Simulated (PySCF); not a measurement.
Stepwise substitution at one centre (Si F-Cl). All species are isolated molecules in the gas phase. Strings in code marks are SMILES.

All values below come from PySCF with PBE0-D3(BJ)/def2-TZVP. Delta-SCF ions had no search for a lower state. 

```json
[
 {"species": "0 of 4 F replaced by Cl", "S1 oscillator strength": "0.000", "HOMO (eV)": "-12.77", "vertical ionisation energy (Delta-SCF) (eV)": "15.41"},
 {"species": "2 of 4 F replaced by Cl", "S1 oscillator strength": "0.037", "HOMO (eV)": "___", "vertical ionisation energy (Delta-SCF) (eV)": "12.24"},
 {"species": "3 of 4 F replaced by Cl", "S1 oscillator strength": "___", "HOMO (eV)": "-9.63", "vertical ionisation energy (Delta-SCF) (eV)": "___"},
 {"species": "4 of 4 F replaced by Cl (`Cl[Si](Cl)(Cl)Cl`)", "S1 oscillator strength": "0.000", "HOMO (eV)": "-9.54", "vertical ionisation energy (Delta-SCF) (eV)": "11.49"}
]
```

Problem. Fill in the missing entries.

Solution. 
- 2 of 4 F replaced by Cl, HOMO (eV): -9.93
- 3 of 4 F replaced by Cl, S1 oscillator strength: 0.000
- 3 of 4 F replaced by Cl, vertical ionisation energy (Delta-SCF) (eV): 11.72
